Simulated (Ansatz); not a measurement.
**C2H3FO2: how energies converge with the basis set**

An exercise on one series of results from a longer session: the logs are not shown, and one member is left open.

Program: Ansatz 0.2.0, Gaussian basis. Level of theory: one geometry, several basis sets. These are calculated values, not measurements.

The runs, in order: PBE0-D4/def2-SVP; ωB97M-V/def2-SVP; PBE0-D4/def2-QZVPP; ωB97M-V/def2-QZVPP; the functionals' def2-TZVPP values are taken from earlier runs.

### The relaxed structure

The geometry comes from an earlier relaxation with PBE0-D4 in a triple-zeta def2 set; it is a stationary point, not always the lowest conformer.

SMILES `O=CC(O)F`, 8 atoms, charge 0, spin multiplicity 1.

Atoms are counted from 1 here; the program's logs count them from 0.

Bond lengths: O1–C2 1.198 Å, C2–C3 1.527 Å, C2–H6 1.105 Å, C3–O4 1.350 Å, C3–F5 1.392 Å, C3–H7 1.095 Å, O4–H8 0.970 Å. Angles: O1–C2–C3 120.8°, O1–C2–H6 122.6°, C3–C2–H6 116.5°, C2–C3–O4 111.6°, C2–C3–F5 104.0°, C2–C3–H7 112.6°, O4–C3–F5 112.0°, O4–C3–H7 110.1°, F5–C3–H7 106.3°, C3–O4–H8 107.5°.

Set-up of the first run:

in.yaml reads:

```yaml
crystal:
  periodic: [false, false, false]
  atoms:
    - {symbol: O, position_ang: [-1.673808, 0.110923, 0.448409]}
    - {symbol: C, position_ang: [-0.838431, 0.291586, -0.390946]}
    - {symbol: C, position_ang: [0.635560, 0.020861, -0.098656]}
    - {symbol: O, position_ang: [0.831467, -0.325396, 1.191739]}
    - {symbol: F, position_ang: [0.966679, -1.012001, -0.970749]}
    - {symbol: H, position_ang: [-1.087136, 0.609705, -1.419259]}
    - {symbol: H, position_ang: [1.279955, 0.865151, -0.364306]}
    - {symbol: H, position_ang: [-0.022186, -0.617930, 1.547966]}
basis:
  gaussian: {orbitals: def2-SVP}
hamiltonian: {xc: pbe0, dispersion: d4}
output: {orbitals: {seedname: orbitals}}
```

Steps of the session up to this table: PBE0-D4 in def2-SVP; ωB97M-V in def2-SVP; PBE0-D4 in def2-QZVPP; ωB97M-V in def2-QZVPP.

One table of the session follows, with a row left open; its other results are not shown here.

It belongs to the step «Functionals by basis». 

| functional | basis | HOMO (eV) |
| --- | --- | --- |
| PBE0-D4 | def2-SVP | -8.33 |
| PBE0-D4 | def2-TZVPP | -8.47 |
| PBE0-D4 | def2-QZVPP | -8.51 |
| ωB97M-V | def2-SVP | -10.71 |
| ωB97M-V | def2-TZVPP | -10.87 |
| ωB97M-V | def2-QZVPP | ? |

Q: Estimate the row for ωB97M-V, def2-QZVPP from the others.

**Answer.** HOMO (eV): -10.91. In the column «HOMO (eV)» it is the lowest.
